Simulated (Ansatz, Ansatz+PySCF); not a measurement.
```xyz
3

Si    0.0000    0.0000   -0.1449
H     0.0000    1.1839    1.0142
H     0.0000   -1.1839    1.0142
```

RHF on singlet SiH₂ was run in several spherical basis sets with Ansatz (development build ahead of 0.2.0).

**Question.** Rank the basis sets by the total energy that they give, lowest first, with the distance from the lowest.
A. cc-pVDZ
B. cc-pVTZ
C. def2-TZVP
D. 6-31G(d)
E. def2-SVP

**Answer.** B (0.00 eV), C (0.13 eV), A (0.29 eV), D (0.89 eV), E (2.86 eV).

Totals follow the description of the cores as much as that of the bonds, so this order isn't one of quality for chemistry.
